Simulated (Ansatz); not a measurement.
## SrAg₄Sb₂: experiment and calculation

**Measured values to compare with.**

From “Fermiology and transport properties of the proposed topological crystalline insulator SrAg4Sb2”, 2024, arxiv:2404.14561, for a bulk crystal of SrAg4Sb2: lattice constant a 4.7404 ± 0.0004 Å; lattice constant c 25.029 ± 0.002 Å.

The results are compared with them further down.

Theory: DFT PBEsol, scalar-relativistic, plane waves, PAW (Ansatz 0.2.0).

Cutoff 420 eV; k points 12×12×12 on the computed 7-atom cell (Γ-centred); Gaussian smearing, width 0.10 eV; no spin polarisation.

Relaxed structure, symmetry kept:

```
CELL_PARAMETERS angstrom
2.34307 1.35277 8.27585
-2.34307 1.35277 8.27585
0.00000 -2.70554 8.27585
ATOMIC_POSITIONS crystal
Sr 0.00000 0.00000 0.00000
Ag 0.14242 0.14242 0.14242
Ag 0.85758 0.85758 0.85758
Ag 0.43656 0.43656 0.43656
Ag 0.56344 0.56344 0.56344
Sb 0.25529 0.25529 0.25529
Sb 0.74471 0.74471 0.74471
```

- Space group: R-3m (No. 166)
- Volume per atom: 22.48 Å³
- Formation energy from the elements' standard states (uncorrected): -0.316 eV/atom
- Kohn–Sham band gap: none (metal)
- Density of states at the Fermi level: 1.16 states/eV per cell
- Bader charges (e): Sr (1 in the cell) 1.31, Ag (2 in the cell) -0.04, Ag (2 in the cell) -0.18, Sb (2 in the cell) -0.43

Spin-orbit coupling is left out, which matters for the bands of heavy elements.

Against the measured lattice constant a of SrAg4Sb2, 4.7404 Å (quoted in the paper above), the calculated 4.686 Å is off by -1.1 %. Against the measured lattice constant c of SrAg4Sb2, 25.029 Å (quoted in the paper above), the calculated 24.828 Å is off by -0.8 %. The calculation is for 0 K without zero-point motion.